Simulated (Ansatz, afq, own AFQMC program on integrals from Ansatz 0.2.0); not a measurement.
## AFQMC, coupled cluster and functionals along a coordinate of NH$_{3}$⁺, doublet

```xyz
4

N     0.0000    0.0000    0.0000
H     1.0240    0.0138   -0.0001
H    -0.5239    0.8799   -0.0028
H    -0.5001   -0.8937    0.0028
```

The N1–H2 distance is changed with both sides rigid. Energies in kcal/mol count from this geometry (1.024 Å) at the same level; the start stands on UHF, each point on the determinant named.

Basis 6-31G. Only valence electrons are correlated. Integrals, coupled cluster, full CI and functionals: Ansatz 0.2.0; the random walks run on the same integrals in our own AFQMC program. The CISD trial takes its coefficients from CCSD amplitudes. Released means that phaseless walkers are propagated on without the constraint, phases kept. Error bars are statistical, one sigma.

Cautions, each for one point or more: strong correlation; the ph-AFQMC/CISD walk drifts between its halves; unrestricted determinant spin contaminated.

```
r(N1–H2) / Å  det.     T1  weight  ⟨S²⟩  CCSD(T)  ph-AFQMC/CISD  released AFQMC    FCI  CCSDT(Q)    PBE0   B3LYP
       0.918   UHF  0.006    0.96  0.76      7.7     7.8 ± 0.03      7.8 ± 0.02    7.7       7.7     7.2     7.5
       1.149   UHF  0.009    0.95  0.76      5.4     5.4 ± 0.04      5.4 ± 0.03    5.3       5.3     5.9     5.5
       1.427   UHF  0.020    0.94  0.80     35.4    35.3 ± 0.06     35.3 ± 0.03   35.3      35.3    37.7    36.3
       1.916   UHF  0.086    0.80  1.31     85.8    85.4 ± 0.06               –   85.2      85.2   90.2§   87.7§
       2.731   UHF  0.044    0.90  1.72    125.2   124.8 ± 0.08               –  124.1     124.1  124.0§  122.0§
```

Weight is that of the determinant in the CISD state; at the start T1 is 0.007 and the weight 0.96, and ⟨S²⟩ is 0.76. A dash marks a missing value, a released energy that hasn't settled or a functional that sits on another state. § marks a functional whose ⟨S²⟩ is too high by over 0.1. Largest departures from full CI: CCSD(T) 1.1 kcal/mol at 2.731 (on UHF), ph-AFQMC/CISD 0.7 kcal/mol at 2.731 (on UHF), released AFQMC 0.0 kcal/mol at 1.427 (on UHF) (within the noise), CCSDT(Q) 0.0 kcal/mol at 2.731 (on UHF), PBE0 2.4 kcal/mol at 1.427, B3LYP 1.0 kcal/mol at 1.427. Functionals count only at points shown to share the start's state and spin. In this small basis the wave-function levels are far from their limit, so their gap to the functionals isn't the functionals' error.

Some points may be missing: those where a free walk finds a much lower state, and past Zn most of those on another determinant than at the start.

CCSDT and higher add their correlation energy to the determinant of the CCSD(T) run, since their own runs factorise the integrals more tightly (a shift of under 2 meV). A walk keeps the symmetry of its determinant, which the program's search chose and which needn't be the lowest solution, so a lower state of the same spin and another symmetry isn't excluded. Released energies are given only where the last usable release times agree within the noise; a slower fall can still hide under it.
